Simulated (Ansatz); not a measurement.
input.yaml (Ansatz)

```yaml
crystal:
  lattice:
    - [2.9609664028, 0.0, 0.0]
    - [-1.4804832014, 2.5642721246, 0.0]
    - [0.0, 0.0, 4.687787055]
  atoms:
    - { symbol: Ti, position: [0.3333333333, 0.6666666667, 0.25], spin: 1.0, spin_axis: [0, 0, 1] }
    - { symbol: Ti, position: [0.6666666667, 0.3333333333, 0.75], spin: 1.0, spin_axis: [0, 0, 1] }
hamiltonian:
  xc: blyp
  pseudopotentials:
    kind: paw_fr
    azcp:
      Ti: "pseudopotentials/Ti.paw.azcp"
basis:
  ecutwfc: 420
  fft_grid_basis: typed
kpoints:
  mp_grid: { grid: [12, 12, 7], shift: [0, 0, 0] }
magnetization:
  noncollinear: true
  spin_orbit: true
scf:
  occupations: { method: fermi_dirac, width: 0.05 }
```

and its output:

```
Engine: ansatz 0.2.0, aarch64-unknown-linux-gnu
Pseudopotentials: kind: paw_fr
Pseudopotential: Ti, paw_fr, valence charge 12, recommended cutoff 420 eV (normal) 
Functional definition: BLYP
  parameter beta = 0.0042
  parameter a = 0.04918
  parameter b = 0.132
  parameter c = 0.2533
  parameter d = 0.349
  exchange = b88_x(beta = beta)
  correlation = lyp_c(a = a, b = b, c = c, d = d)
Crystal: 2 atoms, lattice volume = 35.593 Å³
Basis set: ecut = 420 eV, 687 PW (Γ), exchange–correlation on 40×40×64 points (8 copies of the dense FFT grid, shifted against one another)
Bands: 32, of which v1, the nominal top of the filled ones, is band 24 counted from 1 (23 counted from 0)
Symmetry: 12 space group operations + 12 with time reversal
Magnetic group: BNS 194.270 (UNI 1500), of the structure as read, at distance tolerance 3.3e-5 Å
k-points: 76 of 1008 (time reversal used)
Projection manifold: j_resolved (fully-relativistic pseudo-atomic orbitals)
Non-local potential: Ti, projectors of the file, l = 0: 3, l = 1: 4, l = 2: 6, l = 3: 2
PAW form: soft (Blöchl's): semilocal exchange-correlation on the pseudo side does not see the compensation charge
PAW frozen core: Ti, regenerated for the run's functional, and the local potential with it (the file was generated under x = pbe(κ = 0.804, μ = 0.2195149727645171), c = pbe(β = 0.06672455060314922))
PAW one-centre angular grid: Ti, 590 points (default); XC on its mesh's 2605 points in the sphere
Initial density: superposition of atomic densities (chi_scale 0.1, normalization cell)
Starting moments: Σ|m| = 2 μB on 2 of 2 sites
Initial wavefunctions: pseudopotential atomic-orbital guess
Functional: x = b88, c = lyp
iter 1 solved again at ethr=2.69e-3 eV; its pass at ethr=3.10e-3 eV (dr2=6.45e-1 eV) is discarded
SCF iter   1: F=—  HF=-5011.816822 eV  |F-HF|=—  |Δ(HF+E_count)|=         —  Δρ=9.95e-2  dr2=6.61e-1  dr2_m=8.07e-1  ethr=2.69e-3  |M|=6.17e-1 ∫|m|=6.17e-1 μB  |m|>n=0.0e0 m-floor=0.0e0 τ_xc=1.3e-19  β_m=0.30  ⟨swp⟩=1.0  Hψ=14647  notcnv=0
SCF iter   2: F=—  HF=-5011.812370 eV  |F-HF|=—  |Δ(HF+E_count)|=   4.45e-3  Δρ=7.57e-2  dr2=2.68e-1  dr2_m=4.67e-1  ethr=2.69e-3  |M|=5.02e-1 ∫|m|=5.02e-1 μB  |m|>n=0.0e0 m-floor=0.0e0 τ_xc=1.6e-7  β_m=0.30  ⟨swp⟩=2.1  Hψ=3461  notcnv=0
...
iter 14 did not close the SCF: its close was put off for a magnetic moment that had not settled (scf_convergence_deferred on its scf_iter line)
SCF iter  14: F=-5011.940574 eV  HF=-5011.940574 eV  |F-HF|=8.49e-9  |Δ(HF+E_count)|=   6.18e-7  Δρ=1.12e-5  dr2=9.52e-9  dr2_m=1.02e-8  ethr=4.17e-10  |M|=1.02e-4 ∫|m|=1.54e-4 μB  |m|>n=0.0e0 m-floor=0.0e0 τ_xc=3.7e-11  β_m=0.82  ⟨swp⟩=3.0  Hψ=5144  notcnv=0
iter 15 did not close the SCF: its close was put off for a magnetic moment that had not settled (scf_convergence_deferred on its scf_iter line)
SCF iter  15: F=-5011.940574 eV  HF=-5011.940574 eV  |F-HF|=2.76e-10  |Δ(HF+E_count)|=   2.32e-8  Δρ=1.53e-6  dr2=7.21e-11  dr2_m=1.91e-10  ethr=3.96e-11  |M|=4.85e-6 ∫|m|=2.04e-5 μB  |m|>n=0.0e0 m-floor=0.0e0 τ_xc=1.2e-12  β_m=0.87  ⟨swp⟩=1.0  Hψ=7178  notcnv=0
SCF iter  16: F=-5011.940574 eV  HF=-5011.940574 eV  |F-HF|=1.91e-11  |Δ(HF+E_count)|=  4.69e-10  Δρ=2.83e-7  dr2=1.42e-12  dr2_m=6.54e-12  ethr=1.00e-12  |M|=2.66e-6 ∫|m|=4.55e-6 μB  |m|>n=0.0e0 m-floor=0.0e0 τ_xc=9.3e-14  ⟨swp⟩=1.0  Hψ=6930  notcnv=0
WARN: the starting moments were not kept: the SCF closed with an absolute magnetisation of 4.5e-6 μB, where they sum to 2 μB in size (2 sites). That is at most 0.1 of that sum. Measured as dr2_m measures the in/out step, that magnetisation stands 2.3e-12 eV from none, at or under the dr2_threshold of 1.0e-7 eV: it is no larger than a step whose dr2_m would equal this threshold. The system may hold no moment; this SCF shows only that its start led to no more than that. To try another start: raise the starting moments (crystal.atoms[].spin, magnetization.per_species, magnetization.initial_magnetization, or on a non-collinear deck that types none of these the spinor_matrix: blocks that start its atoms; where the total moment is fixed, keep their sum and leave initial_magnetization as it is; typed ones take the place of any that the run laid by itself, positive ones on a crystal's lanthanoids without a Hubbard term where scf.initial_density.shell_occupations: [] is typed) or, if the notice of its spin-set hold's release reads "site moments contracting" or "site moments show no strong build", lengthen the hold (scf.mixing.spin_hold: { on: { confirm: 4 } }; for m-r²SCAN on two components see the key's manual first). Each may lead to a state that holds a moment. A second SCF, from the converged charge density, with the starting moments and any scf.initial_density.shell_occupations laid on it anew, would have followed, and was not run: the deck does not ask for one (magnetization.retry_lost_moments is false, the default). To let it run, set magnetization.retry_lost_moments: true and run the deck again, where that key's refused combinations let it; where memory then withholds it, that run's warning says so.
SCF 1 converged in 16 iterations: F = -5011.940574 eV  dr2 = 1.42e-12
SCF converged after 16 iterations
Stability not checked: this state was not tested for a lower state beside it, because this non-collinear magnet's GGA is evaluated by the locally collinear projection, under which the energy is not smooth in the magnetisation (locally_collinear_gga; see scf.lower_state_search)
Magnetization: |M| = 0.0000 μB,  M = (+0.0000, +0.0000, -0.0000) μB
Absolute magnetization: 0.0000 μB (∫|m|, with the PAW one-centre terms)
  site 0: m = (+0.0000, -0.0000, -0.0000) μB, |m| = 0.0000 μB  (R = 1.20 Å)
  site 1: m = (-0.0000, +0.0000, -0.0000) μB, |m| = 0.0000 μB  (R = 1.20 Å)
Free energy (F): -5011.940574 eV
Harris-Foulkes:  -5011.940574 eV  (|F-HF|=1.91e-11)
Internal energy: -5011.921326 eV  (E = F + TS)
E sigma→0 (E₀):  -5011.930950 eV
Entropy (-TS):   -0.019247 eV (-9.624 meV/atom)
Fermi energy:    13.446322 eV
--- Per-component energies (eV) ---
  E_band       = -313.011501
  E_kinetic    = 544.653798
  E_local      = -1658.944938  (includes V_loc(G=0)·N_el)
  E_nonlocal   = 16.846644
  E_hartree    = 681.890107
  E_xc         = -190.721561
  E_vxc        = -238.553220  (∫ρ·V_xc dr)
  E_paw        = -2112.194668  (= ΣΔE_a)
  E_vpaw       = -340.794160  (= ΣTr[D̂ρ^β])
  E_aug_tail   = 0.000220  (compensation charges beyond the density's cutoff)
  E_ewald      = -2293.484355
  E_core_change = 0.033427  (= ΣΔE_core)
  E_smearing   = -0.019247  (= −TS)
  E_closure    = -0.000000  (closes the sum)
  Σ components = -5011.940574   (vs F -5011.940574, Δ=0.00e0)
```
